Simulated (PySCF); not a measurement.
# AlO⁻: from constants to spectrum

RHF-CCSD(T) constants of AlO⁻, ¹Σ⁺ (singlet), closed shell (Al def2-TZVPPD, O def2-TZVPPD; no relativity (PySCF 2.14); masses 26.9815 and 15.9949 u):

| Property | Result |
| --- | --- |
| ωe | 948.8 cm⁻¹ |
| ωexe | 5.02 cm⁻¹ |
| Be | 0.6145 cm⁻¹ |
| αe | 0.00482 cm⁻¹ |
| D (centrifugal) | 1.03e-06 cm⁻¹ |

(1) Give the vibrational terms G(v) and spacings up to v = 6.

Correlated steps freeze 6 core orbitals. The CCSD T1 diagnostic is raised, a sign that a single reference may not be enough here.

Results:

(1) G(v) = ωe(v+½) − ωexe(v+½)².

| v | G(v) (cm⁻¹) | G(v) − G(v−1) | Bv (cm⁻¹) |
| --- | --- | --- | --- |
| 0 | 473.1 |  | 0.6121 |
| 1 | 1411.9 | 938.8 | 0.6073 |
| 2 | 2340.6 | 928.7 | 0.6025 |
| 3 | 3259.3 | 918.7 | 0.5976 |
| 4 | 4167.9 | 908.6 | 0.5928 |
| 5 | 5066.5 | 898.6 | 0.5880 |
| 6 | 5955.1 | 888.6 | 0.5832 |
